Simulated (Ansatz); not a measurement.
**CH₃NSi (SMILES N#C[SiH3]): one structure at several levels**

An exercise on one series of results from a longer session: the logs are not shown, and one member is left open.

The runs use Ansatz 0.2.0, Gaussian basis; single points in def2-TZVPP.

Cores are frozen in the correlated methods. B3LYP uses VWN-RPA correlation.

## The starting structure

SMILES `N#C[SiH3]`, 6 atoms, charge 0, spin multiplicity 1.

Atoms are counted from 1 here; the program's logs count them from 0.

Bond lengths: N1–C2 1.122 Å, C2–Si3 1.859 Å, Si3–H4 1.416 Å, Si3–H5 1.389 Å, Si3–H6 1.462 Å. Angles: N1–C2–Si3 177.1°, C2–Si3–H4 105.7°, C2–Si3–H5 103.1°, C2–Si3–H6 110.4°, H4–Si3–H5 111.0°, H4–Si3–H6 114.0°, H5–Si3–H6 112.0°.

Coordinates:

```tsv
atom	x (Å)	y (Å)	z (Å)
N1	1.0989	-1.8860	1.0535
C2	0.5702	-1.0397	0.5416
Si3	-0.2771	0.4199	-0.2377
H4	-1.3421	-0.1184	-0.9999
H5	0.7061	0.9514	-1.0616
H6	-0.7024	1.3701	0.7889
```

Set-up of the first run:

run/in.yaml reads:

```yaml
crystal:
  periodic: [false, false, false]
  atoms:
    - {symbol: N, position_ang: [1.098900, -1.886000, 1.053500]}
    - {symbol: C, position_ang: [0.570200, -1.039700, 0.541600]}
    - {symbol: Si, position_ang: [-0.277100, 0.419900, -0.237700]}
    - {symbol: H, position_ang: [-1.342100, -0.118400, -0.999900]}
    - {symbol: H, position_ang: [0.706100, 0.951400, -1.061600]}
    - {symbol: H, position_ang: [-0.702400, 1.370100, 0.788900]}
basis:
  gaussian: {orbitals: def2-TZVPP}
correlation: {method: ccsd_t}
output: {forces: true}
```

No record of the launch command was kept for these runs.

Steps of the session up to this table: CCSD(T)/def2-TZVPP; PBE0-D4/def2-TZVPP; wB97M-V/def2-TZVPP; r2SCAN-D4/def2-TZVPP; PBE-D4/def2-TZVPP; B97M-V/def2-TZVPP; B3LYP-D4/def2-TZVPP.

One table of the session follows, with a row left open; its other results are not shown here.

```
   method  RMS force component (eV/Å)  angle to CCSD(T) forces (°)  dipole (D)
  CCSD(T)                       1.977                    reference        3.62
  PBE0-D4                       1.557                          8.0        3.69
  wB97M-V                       1.437                          6.5        3.69
r2SCAN-D4                       1.707                          5.3        3.65
   PBE-D4                       2.020                          3.3        3.59
   B97M-V                           ?                            ?           ?
 B3LYP-D4                       1.523                          6.4        3.70
```

**Question.** Estimate the row for B97M-V.

As computed: RMS force component (eV/Å): 1.581; angle to CCSD(T) forces (°): 6.4; dipole (D): 3.47. In the column «RMS force component (eV/Å)» it lies between PBE0-D4 (1.557) and r2SCAN-D4 (1.707).
